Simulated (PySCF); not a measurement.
**C3H8N: g tensor and hyperfine couplings**

C₃H₈N (doublet state).
Atom-mapped SMILES: `[CH3:1][CH2:2][CH2:3][NH:4]` (hydrogens: H5, H6, H7 on C1; H8, H9 on C2; H10, H11 on C3; H12 on N4)

Structure used (GFN2-xTB), in Å, numbered top down from 1:
```
atom  x, y, z in Å
C1     1.527   -0.048   -0.005
C2     0.120    0.388    0.381
C3    -0.950   -0.380   -0.397
N4    -2.289   -0.086   -0.155
H5     1.670   -1.107    0.198
H6     2.268    0.512    0.561
H7     1.705    0.126   -1.065
H8    -0.034    0.226    1.452
H9     0.001    1.458    0.187
H10   -0.827   -1.469   -0.242
H11   -0.786   -0.264   -1.485
H12   -2.404    0.645    0.544
```

The hyperfine couplings belong to this conformer and change with its torsions.

The calculation used PySCF, UKS B3LYP, pcH-1 on C H N, non-relativistic, mean-field spin-orbit, GIAO. The structure is a single GFN2-xTB conformer in the gas phase; no vibrational or solvent corrections. A GFN2-xTB geometry isn't a minimum of the functional, and hyperfine couplings can be far from their values at a DFT geometry. Stability of the SCF solution: not tested.

- g1, g2, g3: 2.00212, 2.00380, 2.00752
- g_iso: 2.00448
- Form of g: rhombic: the two nearest values differ by 31 % of g3 − g1
- ⟨S²⟩: 0.7535 (exact 0.7500)
- HOMO–LUMO gap, α and β orbitals: 8.23, 4.60 eV
- Total energy: -173.83826 Eh

Hyperfine couplings atom by atom, in mT; T1 to T3 are the principal values of the dipolar part (MHz turned into mT with g_iso):

```tsv
atom	isotope	a_iso	T1	T2	T3	Mulliken spin population
C1	13C	-0.04	-0.02	0.00	0.02	0.00
C2	13C	-0.10	-0.03	-0.03	0.06	0.00
C3	13C	-1.33	-0.19	0.05	0.14	-0.08
N4	14N	1.11	-1.56	-1.52	3.08	0.96
H5	1H	0.03	-0.05	-0.04	0.09	0.00
H6	1H	-0.02	-0.03	-0.03	0.06	0.00
H7	1H	0.03	-0.05	-0.04	0.09	0.00
H8	1H	-0.04	-0.11	-0.10	0.22	0.00
H9	1H	-0.04	-0.11	-0.10	0.22	0.00
H10	1H	5.97	-0.26	-0.13	0.40	0.07
H11	1H	6.03	-0.26	-0.13	0.40	0.07
H12	1H	-2.13	-1.88	-0.31	2.19	-0.03
```

Largest spin populations (Mulliken): N4 (+0.96), C3 (-0.08), H11 (+0.07) and H10 (+0.07). No atom but N4 exceeds +0.15.

Under fast tumbling the dipolar parts average out, and these isotropic splittings remain: 2 × 1H (H10/H11, I = 1/2, 3 lines) with 6.00 mT, 1 × 1H (H12, I = 1/2, 2 lines) with 2.13 mT, 1 × 14N (N4, I = 1, 3 lines) with 1.11 mT and 2 × 1H (H8/H9, I = 1/2, 3 lines) with 0.04 mT.

Class means assume fast exchange of nuclei equivalent by connectivity; if that motion is slow, each nucleus keeps its own coupling.

The 13C coupling of C3 (-37.4 MHz) shows only in satellite lines or after enrichment, since that isotope makes up about 1.07 % of natural carbon.
